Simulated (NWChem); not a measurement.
# ammonia (NH3); SMILES N

Computed with NWChem. All runs use the structure optimised with PBE0/def2-SVP.

Task: What does the run give for BLYP/def2-TZVPD? Quantities: highest occupied level (eV); orbital gap (eV); dipole (D).

Result: 
| Property | Value |
|---|---|
| highest occupied level (eV) | -6.16 |
| orbital gap (eV) | 5.72 |
| dipole (D) | 1.53 |
